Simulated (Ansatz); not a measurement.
## A basis-limit estimate, worked out

An elementary step of Si2H7Cl, singlet (SiH₃Cl ([SiH3][Cl]) + SiH₄ → SiH₃Cl ([SiH3][Cl]) + SiH₄; bonds formed: Si1–Cl7, H2–Si6; bonds broken: Si1–H2, Si6–Cl7). “Start” is the structure reached by relaxing down from the saddle towards the reactants; PBE0-D4/def2-TZVP structures. The saddle:

Si1  (-0.384, 0.648, -1.330)
H2  (-0.554, -0.471, -0.079)
H3  (-0.214, -0.521, -2.233)
H4  (-1.784, 1.053, -1.031)
H5  (0.162, 1.796, -2.115)
Si6  (0.356, -0.671, 1.326)
Cl7  (1.283, 1.121, 0.198)
H8  (1.411, -0.424, 2.357)
H9  (0.642, -2.046, 0.840)
H10  (-0.919, -0.484, 2.067)
(Å)

Ansatz 0.2.0; basis: def2-TZVPP and def2-QZVPP; cores frozen in the correlated methods.

Energies in eV:

| quantity | saddle | start |
| --- | --- | --- |
| Hartree–Fock, triple zeta (X = 3) | -28338.03051 | -28340.80631 |
| Hartree–Fock, quadruple zeta (X = 4) | -28338.89266 | -28341.66446 |
| MP2 correlation, X = 3 | -13.39784 | -12.70006 |
| MP2 correlation, X = 4 | -14.50377 | -13.77441 |
| CCSD(T) correlation, X = 3 | -15.66392 | -14.99554 |

Problem. Work out the barrier at the basis limit: extrapolate Hartree–Fock as E(X) = E∞ + A exp(−7.88 √X) and the MP2 correlation as E(X) = E∞ + B X^−2.97 (the exponents that Neese and Valeev fitted for def2-TZVPP and QZVPP), then add CCSD(T) − MP2 in triple zeta.

Solution. Each step is linear, so take the differences first (saddle − start): Hartree–Fock 2.77580 (X = 3) and 2.77180 (X = 4); MP2 correlation -0.69778 and -0.72936; CCSD(T) correlation -0.66838.
Two points give E∞ = E(4) + w [E(4) − E(3)], with w = 1/(exp(7.88 (2 − √3)) − 1) = 0.1377 for Hartree–Fock and w = 1/((4/3)^2.97 − 1) = 0.7407 for the correlation.
Hartree–Fock: 2.77180 + 0.1377 × (-0.00400) = 2.7712 eV.
MP2 correlation: -0.72936 + 0.7407 × (-0.03158) = -0.7528 eV.
CCSD(T) − MP2: -0.66838 − (-0.69778) = 0.0294 eV.
Sum: 2.7712 + (-0.7528) + 0.0294 = 2.0478 eV, or 47.22 kcal/mol. Plain CCSD(T) in triple zeta gives 2.1074 eV, so the larger basis shifts the result by -0.0596 eV.

The T1 diagnostic stays at or below 0.012.

Ligand swaps between two centres remove the fluorinated layer in thermal atomic layer etching, and scramble precursors in the gas phase.

Labels in which every atom is bracketed show which atoms are joined, not bond orders.

For scale, one of the runs: CCSD(T)/def2-TZVPP, 224 basis functions, launched by `ansatz run in.yaml --threads 4 --pin off --events-out ev --progress --plain --max-ram 9574MiB`. Hardware: 4 CPU threads of an Arm Neoverse V2, shared host. Wall time 42 s; peak host memory 3.2 GiB.
